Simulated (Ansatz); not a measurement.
C5H7N can be A, `C#CC(N)C=C`, or B, `Cc1ccc[nH]1`.

Computed with Ansatz on PBE0-D4/def2-TZVP structures; ΔE is electronic, products minus reactants. CBS: MP2 limit from def2 TZ/QZ plus the TZ coupled-cluster correction, frozen cores. Functionals use def2-TZVPP. B3LYP here is the variant with VWN-RPA as its local correlation; programs differ in this. Each species was taken in one conformer, which may not be the lowest.

A:

```xyz
13

C    -0.287   -2.509   -0.911
C    -0.213   -1.467   -0.322
C    -0.137   -0.195    0.395
N     0.782   -0.324    1.523
C     0.362    0.892   -0.518
C    -0.337    1.975   -0.817
H    -0.348   -3.433   -1.437
H    -1.165    0.066    0.696
H     0.728    0.508    2.098
H     0.530   -1.121    2.094
H     1.364    0.738   -0.908
H     0.059    2.743   -1.470
H    -1.338    2.129   -0.424
```

B:

```xyz
13

C     1.168    1.526   -0.067
C     0.318    0.312    0.013
C     0.589   -0.950    0.481
C    -0.582   -1.734    0.325
C    -1.536   -0.928   -0.236
N    -0.978    0.306   -0.419
H     2.160    1.307    0.327
H     0.756    2.356    0.517
H     1.291    1.876   -1.097
H     1.534   -1.271    0.893
H    -0.710   -2.771    0.593
H    -2.557   -1.129   -0.517
H    -1.452    1.097   -0.814
```

Task: Which is lower in electronic energy at CCSD(T)/CBS, and by how much? (Best estimate.)

Result: The calculation gave: B, by 57.3 kcal/mol.

Task: Give E(B) − E(A) in kcal/mol with B3LYP, ωB97M-V, HF/def2-TZVPP, MP2/def2-TZVPP, r2SCAN-D4, CCSD/def2-TZVPP, CCSD(T)/def2-TZVPP. (An estimate is asked.)

Result: Ansatz gave: B3LYP -59.4, ωB97M-V -60.8, HF/def2-TZVPP -52.3, MP2/def2-TZVPP -62.3, r2SCAN-D4 -66.2, CCSD/def2-TZVPP -55.9, CCSD(T)/def2-TZVPP -57.1. None reverses the order clearly.

Largest T1 diagnostic: 0.011.

The D4 term adds −1.0 kcal/mol with B3LYP and −0.4 kcal/mol with PBE0; it sums over pairs of atoms, weighted by their polarisabilities, and B3LYP, whose exchange is more repulsive, gets the larger term. From PBE to PBE0 (25 % exact exchange), in def2-TZVPP and without D4, E(B) − E(A) moves by −1.8 kcal/mol.
